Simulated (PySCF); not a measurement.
**CH₃ClO, a complex of two parts: interaction energy**

The task here is to estimate one member of a computed series from the others.

Programs: PySCF 2.14.0. All values are calculated, for the isolated system unless a continuum is named. Atoms count from 0, parts from 1.

## The system as given

6 atoms, charge 0, multiplicity 1; geometry: GFN2-xTB. Parts: 1 = atoms 0–1, `Cl`, charge 0; 2 = atoms 2–5, `C=O`, charge 0.

Set-up of the first run:

What the job is given:

```
{"job": {"xc": "PBE0", "basis": "def2-SVPD", "d3": "d3bj", "grid": 2, "kind": "geom"}, "charge": 0, "multiplicity": 1, "parts": [{"atoms": "0-1", "charge": 0, "multiplicity": 1}, {"atoms": "2-5", "charge": 0, "multiplicity": 1}]}
Cl     0.439334    -0.167775     0.539381
H     -0.405948     0.145753    -0.389062
C     -0.664669     0.226969    -2.970061
O     -1.271827     0.451870    -1.962996
H     -1.112574     0.352909    -3.965825
H      0.379219    -0.119964    -2.964570
```

Started as:

```sh
$ OMP_NUM_THREADS=1 python cluster_run.py task.json out
```

The driver reads the jobs from task.json and runs them one after another.

Among the steps run: Optimising the geometry at PBE0-D3(BJ)/def2-SVPD; Coupled-cluster interaction energy: CCSD(T) and MP2.

One of the session's tables, all rows but one given; the rest of the session is left out.

It belongs to the step «Coupled-cluster interaction energy: CCSD(T) and MP2». 

| method | interaction energy (kcal/mol) |
| --- | --- |
| HF/aug-cc-pVDZ | -3.07 |
| MP2/aug-cc-pVDZ | -5.28 |
| CCSD/aug-cc-pVDZ | -4.12 |
| CCSD(T)/aug-cc-pVDZ | -4.50 |
| HF/aug-cc-pVTZ | -2.89 |
| MP2/aug-cc-pVTZ | -5.88 |
| SCS-MP2/aug-cc-pVTZ | -4.67 |
| MP2, extrapolated | ? |
| CCSD(T), limit estimate | -5.43 |

**Question.** Estimate the row for MP2, extrapolated.

**Answer.** interaction energy (kcal/mol): -6.21. In the column «interaction energy (kcal/mol)» it is the lowest.

To keep in mind: The interaction energy leaves out the deformation of the parts, 0.41 kcal/mol (MP2); added to the CCSD(T) estimate it gives a binding of about -5.02 kcal/mol.
